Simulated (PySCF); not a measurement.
CH3, SMILES [CH3] (connectivity only; charge and spin as stated), charge +1, multiplicity 1.

Geometry: B3LYP-D3(BJ)/def2-TZVPD. The spin state was assumed, not searched. The isomer is the one that the SMILES or the coordinates give; other isomers of the formula were not compared.

Two levels are set side by side: TDDFT-PBE/def2-TZVPD (PySCF) and TDDFT-ωB97X/def2-TZVPD (PySCF). Vertical, same geometry. The lowest singlet is HOMO→LUMO 100 % with PBE and HOMO→LUMO 100 % with the other functional; states are paired by order. Differences are taken from unrounded values.

```json
[
 {"quantity": "lowest singlet excitation (eV)", "TDDFT-PBE": "5.81"},
 {"quantity": "lowest triplet excitation (TDA) (eV)", "TDDFT-PBE": "4.57"},
 {"quantity": "first bright state (f over 0.05) (eV)", "TDDFT-PBE": "14.11"},
 {"quantity": "its oscillator strength", "TDDFT-PBE": "0.13"}
]
```

These are the TDDFT-PBE values. What does TDDFT-ωB97X give? (The exact figures need the calculation; the answer reports its results.)


```tsv
quantity	TDDFT-ωB97X	TDDFT-PBE minus TDDFT-ωB97X
lowest singlet excitation (eV)	6.09	-0.28
lowest triplet excitation (TDA) (eV)	5.07	-0.50
first bright state (f over 0.05) (eV)	15.15	-1.04
its oscillator strength	0.24	-0.11
```

Functionals without exact exchange tend to place singlet excitations lower, as here. Differences between two approximate levels are no errors against the true value.

Rough cost on one machine, each run with all the roots and properties that it gave: TDDFT-ωB97X against TDDFT-PBE within a factor of 2.
